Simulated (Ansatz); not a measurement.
C₄H₆O (`C=C=CCO`). Charge 0, multiplicity 1.

Cartesian coordinates in Å:
```
C 1.1920 1.4432 -1.3055
C 0.5263 0.8934 -0.3338
C -0.1291 0.3239 0.6364
C -0.3531 -1.1574 0.7304
O -1.7268 -1.4856 0.7563
H 0.6970 1.7653 -2.2160
H 2.2631 1.6026 -1.2336
H -0.5649 0.9372 1.4225
H 0.1708 -1.6621 -0.0898
H 0.0546 -1.5364 1.6712
H -2.1297 -1.1240 -0.0380
```

(1) Give the diagnostics of a CCSD(T)/def2-TZVPP run (frozen core, Ansatz). (Estimate.)

Answers

(1) The calculation gave: T1 = 0.0116, largest single amplitude 0.010, largest double 0.044, (T) share of the correlation energy 4.2 %, 10 CCSD cycles. The RHF solution is stable towards an unrestricted one. T1 lies under the customary mark of 0.02 for closed shells.
